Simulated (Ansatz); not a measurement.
# One shape, several levels: [AlH4]− (SMILES [H][Al-]([H])([H])[H])

We compute a comparison of 6 runs (BHLYP/6-31G, r2SCAN0/6-31G, wB97M-V/3-21G, RPA@PBE/3-21G, CCSD/6-31G, UCCSD(T)/6-31G) of [AlH4]−. 

The calculation is run with Ansatz 0.2.0.

6 further runs of the same task are left out: 6 that didn't finish.

### 1 The system as given

The species is [AlH4]− (5 atoms), meant as a singlet with charge -1. As SMILES, `[H][Al-]([H])([H])[H]`. The H2–Al1 distance was set to 4.068 Å, away from the relaxed value. At this shape a bond of the SMILES string is far longer than usual.

Bond lengths: Al1–H3 1.628 Å, Al1–H4 1.628 Å, Al1–H5 1.628 Å. Angles: H3–Al1–H4 109.3°, H3–Al1–H5 109.5°, H4–Al1–H5 109.6°.

### 2 A single-point energy at BHLYP/6-31G (run 1)

Contents of job.yaml:

```yaml
crystal:
  periodic: [false, false, false]
  atoms:
    - {symbol: Al, position_ang: [-0.022915, 0.026280, -2.440617]}
    - {symbol: H, position_ang: [0.012860, -0.019320, 1.627070]}
    - {symbol: H, position_ang: [1.508575, 0.040360, -2.993487]}
    - {symbol: H, position_ang: [-0.795375, 1.361480, -2.960747]}
    - {symbol: H, position_ang: [-0.789005, -1.299360, -2.994657]}
basis:
  gaussian: {orbitals: 6-31G}
total_charge: -1
hamiltonian: {xc: {name: BHLYP}}
accuracy: high
```

The run is started by

```console
$ ansatz run job.yaml --threads 1 --pin off --max-ram 2610MiB --events-out events.jsonl --progress --plain --runs-dir runs
```

Log:

```text
Warning: RAYON_NUM_THREADS=1 ignored (pool sized by the plan → 1); use --threads N
Functional definition: BHLYP
  name "BHLYP"
  parameter a = 0.5
  exchange = (1 - a)*b88_x + a*exact_x
  correlation = lyp_c
467 factors; integrals over basis functions are off by at most 4.1e-9 eV
mean field evaluation 1: about -6655.7355 eV, gradient 1.3e1 eV
mean field evaluation 2: about -6646.2466 eV, gradient 2.5e1 eV
mean field evaluation 4: about -6657.5368 eV, gradient 1.3e0 eV
mean field evaluation 8: about -6657.5533 eV, gradient 3.7e-2 eV
mean field evaluation 16: about -6657.5533 eV, gradient 2.3e-7 eV
mean field -6657.55331559 eV, -244.6605716963 hartree, gradient 2.0e-8 eV, S^2 0.000000; 0 other end points of the search recorded, 0 dependent functions left out
reference -6657.55334318 eV, -244.6605727101 hartree; 9, 9 occupied and 12, 12 virtual orbitals, 467 factors
Total energy: -6657.55334318 eV, -244.6605727101 hartree
```

It took 1.1 s on 1 thread of Arm Neoverse V1, shared host.

### 3 The energy at r2SCAN0/6-31G (run 2)

Contents of input.yaml:

```yaml
crystal:
  periodic: [false, false, false]
  atoms:
    - {symbol: Al, position_ang: [-0.022915, 0.026280, -2.440617]}
    - {symbol: H, position_ang: [0.012860, -0.019320, 1.627070]}
    - {symbol: H, position_ang: [1.508575, 0.040360, -2.993487]}
    - {symbol: H, position_ang: [-0.795375, 1.361480, -2.960747]}
    - {symbol: H, position_ang: [-0.789005, -1.299360, -2.994657]}
basis:
  gaussian: {orbitals: 6-31G}
total_charge: -1
hamiltonian: {xc: {name: r2SCAN0}}
accuracy: high
```

The run is started by

```console
$ ansatz run input.yaml --threads 1 --pin off --max-ram 2610MiB --events-out events.jsonl --progress --plain --runs-dir runs
```

Log:

```text
Warning: RAYON_NUM_THREADS=1 ignored (pool sized by the plan → 1); use --threads N
Functional definition: r2SCAN0
  name "r2SCAN0"
  parameter a = 0.25
  parameter k0 = 0.174
  parameter k1 = 0.065
  parameter a1 = 4.9479
  exchange = (1 - a)*r2scan_x(k0 = k0, k1 = k1, a1 = a1) + a*exact_x
  correlation = r2scan_c
467 factors; integrals over basis functions are off by at most 4.1e-9 eV
mean field evaluation 1: about -6654.7896 eV, gradient 1.4e1 eV
mean field evaluation 2: about -6642.3556 eV, gradient 2.4e1 eV
mean field evaluation 4: about -6656.8726 eV, gradient 1.7e0 eV
mean field evaluation 8: about -6656.8992 eV, gradient 5.3e-2 eV
mean field evaluation 16: about -6656.8942 eV, gradient 5.7e-6 eV
mean field -6656.89421966 eV, -244.6363503676 hartree, gradient 1.0e-8 eV, S^2 0.000000; 0 other end points of the search recorded, 0 dependent functions left out
reference -6656.89422047 eV, -244.6363503972 hartree; 9, 9 occupied and 12, 12 virtual orbitals, 467 factors
Total energy: -6656.89422047 eV, -244.6363503972 hartree
```

Wall time 2.3 s (1 thread of Arm Neoverse V1, shared host); peak memory 0.13 GiB.

Runs 3 to 5 aren't shown in full; the table further down has their settings and results.

### 4 A single-point energy at UCCSD(T)/6-31G (run 6)

job.yaml, as its differences from that of step 2:

```diff
@@ -9,5 +9,12 @@
 basis:
-  gaussian: {orbitals: 6-31G}
+  gaussian:
+    orbitals: 6-31G
 total_charge: -1
-hamiltonian: {xc: {name: BHLYP}}
+magnetization:
+  spin_polarized: true
+correlation:
+  method: ccsd_t
+  frozen_orbitals: {Al: 5, H: 0}
 accuracy: high
+scf:
+  omitted_lower_state_checks: [cluster_reference, increment]
```

The run is started by

```console
$ ansatz run job.yaml --threads 1 --pin off --max-ram 2610MiB --events-out events.jsonl --progress --plain --runs-dir runs
```

Log:

```text
Warning: RAYON_NUM_THREADS=1 ignored (pool sized by the plan → 1); use --threads N
[... 13 lines left out ...]
5 core orbitals not correlated: weight in the atoms' cores, before any rotation towards them, 1.000 or more for the frozen orbitals, at most 0.000 for the correlated occupied ones
[... 39 lines left out ...]
Total energy: -6643.71186542 eV, -244.1519077847 hartree
Checks for a lower state left out: cluster_reference, increment
```

Wall time 0.46 s (1 thread of Arm Neoverse V1, shared host).

### 5 Overview of the runs

```
run           level  frozen core orbitals  energy (Eh)  wall time
  1     BHLYP/6-31G                     –  -244.660573      1.1 s
  2   r2SCAN0/6-31G                     –  -244.636350      2.3 s
  3   wB97M-V/3-21G                     –  -243.293658       14 s
  4   RPA@PBE/3-21G                     5  -242.895141      2.1 s
  5      CCSD/6-31G                     5  -244.149584     0.24 s
  6  UCCSD(T)/6-31G                     5  -244.151908     0.46 s
```

### 6 Outcome

```
                                          quantity          value
                               run 6: total energy  -244.15191 Eh
run 6: correlation energy (5 core orbitals frozen)      -70.0 mEh
                             run 6: (T) correction      -1.87 mEh
          run 6: ⟨S²⟩ of the reference determinant          0.916
                              run 6: T1 diagnostic          0.073
```

Totals of different functionals can't be ranked against each other. In run 5 the T1 diagnostic is large, so a single reference may not serve. In runs 4, 5 the log says that unrestricted orbitals would lower the reference, so the values rest on an unstable closed-shell determinant (other closed-shell runs at this shape may share the fault). Spin contamination of the reference: run 6 ⟨S²⟩ = 0.92. Where it is this large, the reference is a mixture of spin states, and values that rest on it are in doubt. All runs together took 20 s, the longest 14 s.
